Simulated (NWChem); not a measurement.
Species: trimethylamine (C3H9N); SMILES CN(C)C

Give the equilibrium geometry at PBE0/def2-SVP (NWChem) as an XYZ file, with the point group.

point group C3v; any orientation.
```
13

C      0.3443    -1.3387     0.0608
N      0.0000     0.0000    -0.3380
C      0.9872     0.9676     0.0608
C     -1.3315     0.3712     0.0608
H      0.3802    -1.4774     1.1673
H      1.3330    -1.6126    -0.3400
H     -0.3897    -2.0556    -0.3397
H      1.0893     1.0680     1.1673
H      0.7300     1.9607    -0.3400
H      1.9751     0.6903    -0.3397
H     -1.4695     0.4094     1.1673
H     -1.5854     1.3653    -0.3397
H     -2.0631    -0.3482    -0.3400
```
